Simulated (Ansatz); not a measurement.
[CH$_{3}$···H···F], doublet: transfer scan

Starting geometry:

```xyz
6

C    -1.2150    0.0000    0.0000
H    -1.5782    1.0273    0.0000
H    -1.5782   -0.5137    0.8897
H    -1.5782   -0.5137   -0.8897
H    -0.1254    0.0000    0.0000
F     1.0260    0.0000    0.0000
```

From there H5 is moved from one fragment to the other while all else, the fragments' distance too, stays fixed; atoms are numbered as listed. Energies are in kJ/mol, counted from the starting geometry at the same level. Kohn–Sham curves are unrestricted where that lies lower.

Basis cc-pVDZ; Ansatz 0.2.0. Only valence electrons are correlated (noble-gas cores frozen). Prefix R: restricted or restricted open-shell reference; prefix U: unrestricted.

Full CI isn't at hand for all of this; UCCSDT(Q) serves as the reference, and is uncertain by about the last step of the cluster series.

```csv
distance C1-H5 (Å),r2SCAN0
1.090,0.0
1.126,-8.9
1.197,-21.6
1.269,-28.4
1.341,-21.9
```

Estimate the UCCSDT(Q) curve in cc-pVDZ from this one, knowing how r2SCAN0 errs.

The computed UCCSDT(Q) values, in kJ/mol from the starting point, and the error of r2SCAN0 against them:
```
distance C1-H5 (Å)  UCCSDT(Q)  r2SCAN0 less UCCSDT(Q)
             1.090        0.0                     0.0
             1.126       -9.9                     1.0
             1.197      -25.7                     4.1
             1.269      -36.2                     7.8
             1.341      -33.1                    11.2
```

The error spans 11.2 kJ/mol and is largest, 11.2 kJ/mol, at 1.341 Å.

In so small a basis the reference is far from its limit while semilocal and hybrid functionals are nearer theirs, so the functionals' errors here hold much of the reference's basis and frozen-core error, which can add to them or hide them.
